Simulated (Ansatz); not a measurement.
# Counterpoise correction, worked out

The pair of H₂S (SMILES S, atoms 1–3) and SiH₄O (SMILES [SiH3]O, atoms 4–9), both closed shells, in one local arrangement (a lower one may exist), relaxed at PBE0-D4/def2-TZVP:

```json
{"atom": "S1", "x (Å)": "0.2740", "y (Å)": "-0.3178", "z (Å)": "-2.9854"}
{"atom": "H2", "x (Å)": "0.1319", "y (Å)": "-0.5991", "z (Å)": "-1.6765"}
{"atom": "H3", "x (Å)": "-1.0499", "y (Å)": "-0.2025", "z (Å)": "-3.1667"}
{"atom": "Si4", "x (Å)": "0.0809", "y (Å)": "0.5739", "z (Å)": "1.4176"}
{"atom": "O5", "x (Å)": "0.0120", "y (Å)": "-0.7928", "z (Å)": "0.4866"}
{"atom": "H6", "x (Å)": "1.4660", "y (Å)": "0.8337", "z (Å)": "1.8933"}
{"atom": "H7", "x (Å)": "-0.3765", "y (Å)": "1.6729", "z (Å)": "0.5395"}
{"atom": "H8", "x (Å)": "-0.8077", "y (Å)": "0.4564", "z (Å)": "2.6051"}
{"atom": "H9", "x (Å)": "0.2692", "y (Å)": "-1.6247", "z (Å)": "0.8864"}
```

Program: Ansatz 0.2.0. Basis: def2-TZVPPD. Cores are frozen in the correlated methods.

CCSD(T) total energies in eV:

| system | geometry | basis functions | energy |
| --- | --- | --- | --- |
| pair | pair | all | -20832.04836 |
| H₂S | as in the pair | all (partner as ghosts) | -10855.53923 |
| SiH₄O | as in the pair | all (partner as ghosts) | -9976.41705 |
| H₂S | as in the pair | its own | -10855.52901 |
| SiH₄O | as in the pair | its own | -9976.40649 |
| H₂S | free (PBE0-D4 minimum) | its own | -10855.52983 |
| SiH₄O | free (PBE0-D4 minimum) | its own | -9976.40589 |

(1) Work out the interaction energy with and without the counterpoise correction, the superposition error, and the binding energy from the relaxed fragments.

No T1 diagnostic of these runs exceeds 0.012.

## Answers

(1) Without correction: -20832.04836 − (-10855.52901) − (-9976.40649) = -0.11286 eV.
With correction (each fragment in the whole basis): -20832.04836 − (-10855.53923) − (-9976.41705) = -0.09208 eV = -2.12 kcal/mol.
The superposition error is the difference, 0.02078 eV, 18 % of the uncorrected value: each fragment borrows its partner's functions.
Deformation from the free shapes: 0.00082 eV for H₂S and -0.00060 eV for SiH₄O (a small negative value is possible, since the free shapes are minima of another method).
Binding energy from relaxed fragments: -0.09208 + 0.00082 + (-0.00060) = -0.09186 eV = -2.12 kcal/mol (electronic, without zero-point energy; negative means bound). For comparison, the corrected interaction energy by CCSD(T) at an estimated basis limit (MP2 extrapolated from triple and quadruple zeta, plus CCSD(T) − MP2 in triple zeta) is -0.106 eV; triple zeta with the correction binds less.

For scale, one of the runs: CCSD(T)/def2-TZVPPD, 241 basis functions, launched by `ansatz run in.yaml --threads 4 --pin off --events-out ev --progress --plain --max-ram 9574MiB`. Hardware: 4 CPU threads of an Arm Neoverse N1, shared host. Wall time 97 s; peak host memory 4.3 GiB.
